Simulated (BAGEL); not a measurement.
# HF/6-31G(d) (density fitting with qzvpp-jkfit, spherical functions) run of C2H− (SMILES [C-]#C)

What is the vertical singlet–triplet gap of C2H− at HF/6-31G* (density fitting with qzvpp-jkfit, spherical functions)? 

The calculation is run with BAGEL 1.2.2.

## Step 1: Starting point

The species is C2H− (3 atoms), meant as a singlet with charge -1. As SMILES, `[C-]#C`. The coordinates come from a PBE0-D4/def2-TZVPD relaxation.

Bond lengths: C1–C2 1.239 Å, C2–H3 1.071 Å. Angles: C1–C2–H3 180.0°.

## Step 2: The energy at HF/6-31G(d) (density fitting with qzvpp-jkfit, spherical functions)

hf.json reads:

```json
{ "bagel": [

{
  "title": "molecule",
  "basis": "6-31gs.json",
  "df_basis": "qzvpp-jkfit",
  "angstrom": true,
  "geometry": [
    { "atom": "C", "xyz": [       0.629700,       0.896400,       0.445600 ] },
    { "atom": "C", "xyz": [      -0.029800,      -0.042400,      -0.020900 ] },
    { "atom": "H", "xyz": [      -0.599900,      -0.854000,      -0.424700 ] }
  ]
},

{
  "title": "hf",
  "charge": -1
},

{
  "title": "print",
  "file": "orbitals.molden",
  "orbitals": true
}

]}
```

The basis set 6-31G* is read from a file made from the Basis Set Exchange's data (not shown).

Launch:

```bash
$ BAGEL_NUM_THREADS=1 BAGEL hf.json > hf.out
```

Log:

```text
* using 1 threads per process

  ===============================================================
  ===============================================================

  *** Geometry ***

  { "atom" : "C", "xyz" : [      1.189961,      1.693950,      0.842062 ] },
  { "atom" : "C", "xyz" : [     -0.056314,     -0.080124,     -0.039495 ] },
  { "atom" : "H", "xyz" : [     -1.133647,     -1.613826,     -0.802567 ] },

  Number of auxiliary basis functions:      168

  Since a DF basis is specified, we compute 2- and 3-index integrals:
    o Being stored without compression. Storage requirement is 0.001 GB

  Number of basis functions:       30
  Number of electrons      :       13

    * METHOD: MOLECULE                             0.02

  *** RHF ***

  === Nuclear Repulsion ===
    19.7214800422

      * DIIS with orbital gradients will be used.

  === RHF iteration (6-31gs.json) ===
      0        -76.07405624          0.03341017           0.00
      1        -76.16137071          0.01397243           0.00
      2        -76.17389810          0.00303574           0.00
      3        -76.17473520          0.00181761           0.00
      4        -76.17499056          0.00023760           0.00
      5        -76.17500339          0.00004778           0.00
      6        -76.17500358          0.00000739           0.00
      7        -76.17500359          0.00000122           0.00
      8        -76.17500359          0.00000012           0.00
      9        -76.17500359          0.00000005           0.00
     10        -76.17500359          0.00000003           0.00
     11        -76.17500359          0.00000000           0.00
    * SCF iteration converged.

    * Permanent dipole moment:
           (    0.626779,     0.892261,     0.443702) a.u.

    * METHOD: HF                                   0.04

    * METHOD: PRINT                                0.00

  ===============================================================
```

Run time: 0.18 s. Hardware: 1 thread of Arm Neoverse V1, shared host.

## Step 3: The triplet

input.json reads:

```json
{ "bagel" : [

{
  "title" : "molecule",
  "basis" : "6-31gs.json",
  "df_basis" : "qzvpp-jkfit",
  "angstrom" : true,
  "geometry" : [
    { "atom" : "C", "xyz" : [    0.629700,    0.896400,    0.445600 ] },
    { "atom" : "C", "xyz" : [   -0.029800,   -0.042400,   -0.020900 ] },
    { "atom" : "H", "xyz" : [   -0.599900,   -0.854000,   -0.424700 ] }
  ]
},
{
  "title" : "uhf",
  "charge" : -1,
  "nopen" : 2
},
{
  "title" : "print",
  "file" : "orbitals.molden",
  "orbitals" : true
}

]}
```

The basis set 6-31G* is read from a file made from the Basis Set Exchange's data (not shown).

Launch:

```bash
$ BAGEL_NUM_THREADS=1 BAGEL input.json > input.out
```

Log:

```text
* using 1 threads per process

  ===============================================================
  ===============================================================

  *** Geometry ***

  { "atom" : "C", "xyz" : [      1.189961,      1.693950,      0.842062 ] },
  { "atom" : "C", "xyz" : [     -0.056314,     -0.080124,     -0.039495 ] },
  { "atom" : "H", "xyz" : [     -1.133647,     -1.613826,     -0.802567 ] },

  Number of auxiliary basis functions:      168

  Since a DF basis is specified, we compute 2- and 3-index integrals:
    o Being stored without compression. Storage requirement is 0.001 GB

  Number of basis functions:       30
  Number of electrons      :       13

    * METHOD: MOLECULE                             0.02

  *** Open-shell HF ***

  === Nuclear Repulsion ===
    19.7214800422

      * DIIS with orbital gradients will be used.

  === UHF iteration (6-31gs.json) ===
      0        -75.85803380          0.06494900           0.00
      1        -75.95421913          0.02768436           0.00
      2        -75.97126355          0.01183988           0.00
      3        -75.97532269          0.00507389           0.00
      4        -75.97737707          0.00223300           0.00
      5        -75.97828352          0.00104903           0.00
      6        -75.97929778          0.00052623           0.00
      7        -75.97987375          0.00036131           0.00
      8        -75.98054668          0.00018501           0.00
      9        -75.98062948          0.00008940           0.00
     10        -75.98065728          0.00002384           0.00
     11        -75.98065928          0.00001812           0.00
     12        -75.98066048          0.00001029           0.00
     13        -75.98066068          0.00000532           0.00
     14        -75.98066069          0.00000430           0.00
     15        -75.98066070          0.00000360           0.00
     16        -75.98066071          0.00000258           0.00
     17        -75.98066071          0.00000076           0.00
     18        -75.98066071          0.00000025           0.00
     19        -75.98066071          0.00000011           0.00
     20        -75.98066071          0.00000007           0.00
     21        -75.98066071          0.00000005           0.00
     22        -75.98066071          0.00000002           0.00
     23        -75.98066071          0.00000001           0.00
     24        -75.98066071          0.00000001           0.00
    * SCF iteration converged.

    * S^2 (UHF) is 2.1484

    * Permanent dipole moment:
           (    0.124481,     0.177259,     0.088578) a.u.

    * METHOD: UHF                                  0.10

    * METHOD: PRINT                                0.00

  ===============================================================
```

Wall time 0.24 s (1 thread of Arm Neoverse V1, shared host).

## Step 4: Results

Level: HF/6-31G* (density fitting with qzvpp-jkfit, spherical functions).

| quantity | value |
| --- | --- |
| singlet: total energy | -76.17500 Eh |
| singlet: HOMO energy | -2.28 eV |
| singlet: LUMO energy | 13.41 eV |
| singlet: HOMO–LUMO gap (to an unbound level, set by the basis) | 15.69 eV |
| triplet: total energy | -75.98066 Eh |
| triplet: ⟨S²⟩ | 2.148 |
| vertical energy of the triplet above the singlet | 5.288 eV |

At this shape the triplet lies 5.29 eV (510 kJ/mol) above the singlet. For an anion a state so high probably lies above electron detachment. ⟨S²⟩ (triplet) is 2.15 where a pure triplet has 2.00: the reference is spin-contaminated.
